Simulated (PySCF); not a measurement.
`[SiH3]P` (H5PSi): gas-phase deprotonation enthalpies at several levels

Non-hydrogen atoms are numbered in `[SiH3:1][PH2:2]`.

All levels share the PBE0-D3(BJ)/ma-def2-SVP structures and the PBE0-D3(BJ)/ma-def2-SVP thermal terms; only the single-point energies (PySCF) change. Values are gas-phase deprotonation enthalpies (298 K, kJ/mol).

```csv
level,P2,Si1,time
MP2/ma-def2-TZVP,1464,1526,9.6 s
CCSD(T)/ma-def2-TZVP,1475,1527,100 s
ωB97X-D3(BJ)/ma-def2-TZVP,1487,1541,–
HF/ma-def2-TZVP,1494,1556,2.4 s
```

Times are wall times for all single points of a level on 1 thread of Arm Neoverse N1, a shared host; the dash marks the run that also made the structures.

Hartree-Fock leaves out electron correlation, so its deprotonation energies can be off by tens of kJ/mol.

The widest spread is that of P2: 30 kJ/mol, from 1464 to 1494.

---

**How the method moves the gas-phase deprotonation enthalpies of sulfanylsilane**

Structure: `[SiH3]S` (H4SSi). Non-hydrogen atoms are numbered in `[SiH3:1][SH:2]`.

All levels share the PBE0-D3(BJ)/ma-def2-SVP structures and the PBE0-D3(BJ)/ma-def2-SVP thermal terms; only the single-point energies (PySCF) change. Values are gas-phase deprotonation enthalpies (298 K, kJ/mol).

```
               level    S2   Si1   time
    MP2/ma-def2-TZVP  1387  1522  4.3 s
 M06-2X/ma-def2-TZVP  1394  1511      –
CCSD(T)/ma-def2-TZVP  1400  1522   46 s
     HF/ma-def2-TZVP  1410  1548    1 s
```

Times are wall times for all single points of a level on 1 thread of Arm Neoverse V2, a shared host; the dash marks the run that also made the structures.

Hartree-Fock leaves out electron correlation, so its deprotonation energies can be off by tens of kJ/mol.

The widest spread is that of Si1: 37 kJ/mol, from 1511 to 1548.

---

# How the method moves the gas-phase deprotonation enthalpies of hydrogen molecule

Structure: `[H][H]` (H2). Non-hydrogen atoms are numbered in `[H][H]`.

All levels share the PBE0-D3(BJ)/ma-def2-SVP structures and the PBE0-D3(BJ)/ma-def2-SVP thermal terms; only the single-point energies (PySCF) change. Values are gas-phase deprotonation enthalpies (298 K, kJ/mol).

```tsv
level	H2	abs. error	time
HF/aug-cc-pVTZ	1664	11.0	0.14 s
M06-2X/ma-def2-TZVP	1666	9.5	–
CCSD(T)/aug-cc-pVTZ	1672	3.5	0.66 s
MP2/aug-cc-pVTZ	1678	2.4	0.23 s
ATcT 1.112	1675
```

Times are wall times for all single points of a level on 1 thread of Arm Neoverse V1, a shared host; the dash marks the run that also made the structures.

Hartree-Fock leaves out electron correlation, so its deprotonation energies can be off by tens of kJ/mol.

The spread: 13 kJ/mol, from 1664 to 1678.

Differences come from unrounded values, so a last digit can differ from that of the printed terms.
